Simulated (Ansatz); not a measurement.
Results of B3LYP (VWN-RPA form) in Ansatz (plane waves, PAW) for rock-salt BaTe.

Settings: plane-wave cutoff 460 eV, 6×6×6 k mesh, Fermi–Dirac smearing 0.01 eV, scalar-relativistic PAW data made under PBE.

A third-order Birch–Murnaghan fit to the energies gives V0 = 45.841 Å³/atom, B0 = 27.6 GPa, B′ = 4.4.

```csv
V (Å³/atom),P (GPa)
43.553,?
44.699,0.735
45.335,0.312
45.845,-0.004
46.991,-0.648
48.137,?
```

Problem. Estimate the withheld pressures from this fit; the answers are the runs' own values.

Solution. 
- 43.553, P (GPa): 1.580
- 48.137, P (GPa): -1.212

The formula P = (3/2) B0 (x^(7/3) − x^(5/3)) [1 + (3/4)(B′ − 4)(x^(2/3) − 1)] with x = V0/V meets the computed pressures within 0.01 GPa when these rounded values are put in.

Measured, for comparison: equilibrium volume per atom 43.00 Å³/atom (room temperature, not corrected to a static lattice; as tabulated in Lucero et al. (2012), arXiv:1111.4515). Computed (rounded) less measured: equilibrium volume per atom +6.6 %.

Spin–orbit coupling is not included.

Static lattice: no zero-point or thermal effects.

Ansatz is a quantum-chemistry and plane-wave program.
